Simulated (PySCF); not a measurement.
C3H2FNO.
SMILES: `Fc1cnoc1`

Method used: EOM-IP-CCSD/aug-cc-pVDZ in PySCF, restricted Hartree–Fock reference, frozen core, non-relativistic, gas phase, PBE0-D3(BJ)/def2-SVP geometry.

Hartree–Fock orbital energies give these Koopmans values (eV): HOMO 10.28, HOMO-1 11.94, HOMO-2 13.47, HOMO-3 15.96, HOMO-4 16.41, HOMO-5 18.39, HOMO-6 19.28, HOMO-7 19.39.

Problem. What vertical ionisation energies does EOM-IP-CCSD give?

Solution. 
```tsv
leading hole (HF orbital)	Koopmans (eV)	EOM-IP-CCSD (eV)	change (eV)	one-hole share
HOMO	10.28	10.10	-0.18	0.96
HOMO-1	11.94	11.29	-0.65	0.95
HOMO-2	13.47	11.49	-1.98	0.94
HOMO-3	15.96	14.12	-1.84	0.95
HOMO-4	16.41	14.60	-1.81	0.95
HOMO-5	18.39	15.85	-2.54	0.88
HOMO-7	19.39	16.94	-2.45	0.94
HOMO-6	19.28	17.42	-1.86	0.94
```

Problem. Does the order of the lines follow the orbital energies?

Solution. No: the HOMO-7 hole (16.94 eV) falls below the HOMO-6 hole (17.42 eV). The corrections run from -2.54 to -0.18 eV, with a mean of -1.66 eV over the 8 lines; no line lies above its Koopmans value. Koopmans values leave out both the relaxation of the orbitals and the change in correlation energy.

Problem. At what kinetic energies would He I light (21.22 eV) eject these electrons?

Solution. 11.12 eV (HOMO), 9.93 eV (HOMO-1), 9.73 eV (HOMO-2), 7.10 eV (HOMO-3), 6.62 eV (HOMO-4), 5.37 eV (HOMO-5), 4.28 eV (HOMO-7), 3.80 eV (HOMO-6).

Problem. What total energy has the lowest final state, and which wavelength reaches it?

Solution. E(CCSD) + ionisation energy = -344.44956 + 0.37113 = -344.07843 Eh, at the geometry of the initial state. The threshold wavelength is 1239.84 eV nm/10.10 eV = 122.8 nm.

One root was sought for each valence orbital with −ε under 21 eV, eight at most, so deeper holes and satellites are missing; no vibrational structure.
